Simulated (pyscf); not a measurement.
PySCF, gas phase, ωB97X-D3(BJ)/def2-SVP geometries.

Problem. Estimate by transition-state theory the rate constant of `[CH3][InH2]` + `[CH3]` [doublet] -> `[CH3][CH3]` + `[InH2]` [doublet] (doublet surface; C–In broken, C–C formed) at 900 K, with ωB97M-D3(BJ)/def2-TZVP energies (ideal gas, 1 atm, RRHO with modes under 100 cm⁻¹ raised to 100, one conformer, R ln 2 for chiral ones without a mode under 150 cm⁻¹; no tunnelling).

Solution. The electronic barrier is 24.4 kcal/mol and the thermal terms add +29.5, so ΔG‡ = 53.9 kcal/mol. With k_BT/h = 1.88e+13 s⁻¹ and RT = 1.788 kcal/mol, and a volume of 1.23e-19 cm³ per molecule at 1 atm, k = 1.8e-19 cm³ molecule⁻¹ s⁻¹. Wigner's tunnelling factor for 1105i cm⁻¹ would be 1.13. A shift of 1 kcal/mol in the barrier changes k by a factor 1.7. This is the saddle that the search found; another between the same sides may lie lower. The angle at the attacked C is 172°. Elements past Kr carry the def2 core potentials, without spin-orbit coupling.
